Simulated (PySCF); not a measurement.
## Exercise with solution: dipole moment from atomic charges

methanethiol (CH4S), SMILES CS. Atoms are numbered in the order given.

```xyz
6

C      0.0198     1.1571     0.0000
S     -0.0868    -0.6628     0.0000
H      0.5214     1.5239     0.8930
H     -1.0064     1.5205     0.0000
H      0.5214     1.5239    -0.8930
H      1.2339    -0.9056     0.0000
```

Geometry optimised at B3LYP-D3(BJ)/def2-TZVP.

Charges (e) from r2SCAN/def2-TZVPD (PySCF):

```tsv
atom	IAO	ESP fit
C1	-0.515	-0.400
S2	-0.074	-0.283
H3	0.162	0.140
H4	0.173	0.213
H5	0.162	0.140
H6	0.092	0.189
```

The dipole moment of the full density is 1.60 D.

What dipole moment does each set of point charges give, and which comes closer to that of the density?


μ = Σ q r, and 1 e Å = 4.8032 D.
IAO: Σ q r = (0.105, 0.127, 0.000) e Å, |μ| = 0.79 D.
ESP fit: Σ q r = (0.181, 0.304, 0.000) e Å, |μ| = 1.70 D.
ESP fit comes closer in size. Point charges leave out the atoms' own dipoles (lone pairs, polarised bonds); fits to the potential absorb them, partitions of the density don't.
